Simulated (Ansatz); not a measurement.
We consider bcc Nb, described by PBE in Ansatz (PAW).

Run with plane-wave cutoff 520 eV, 28×28×28 k mesh, Fermi–Dirac smearing 0.056 eV (set by the program), no spin polarisation, scalar-relativistic PAW data made under PBE.

The cell has the measured lattice: a = b = c = 3.300 Å, α = β = γ = 90.00°.

### Question
What does this level give for the Voigt–Reuss–Hill shear modulus (Hill average), Voigt–Reuss–Hill bulk modulus, elastic constant C44, elastic constant C11 and elastic constant C12?

### Answer

* **Voigt–Reuss–Hill shear modulus (Hill average)**: 25.8 GPa
* **Voigt–Reuss–Hill bulk modulus**: 174 GPa
* **elastic constant C44**: 14.2 GPa
* **elastic constant C11**: 250 GPa
* **elastic constant C12**: 136 GPa

Measured, for comparison: elastic constant C44 30.8 GPa, elastic constant C11 253 GPa, elastic constant C12 133 GPa (4 K, zero-point motion not removed; as tabulated in Wang et al. (2022), arXiv:2209.12322). Computed (rounded) less measured: elastic constant C44 -54 %, elastic constant C11 -1 %, elastic constant C12 +2 %.

Note: the shear constants of this metal are likely not converged at this k mesh and smearing; the cell isn't this level's own, so it is under some stress, which shifts stiffness and frequencies.

Elastic constants are with the ions relaxed.

The computed numbers hold no vibrational or temperature effects.

The result took about 4 core-minutes (a rough figure).

Ansatz is a program for electronic structure.
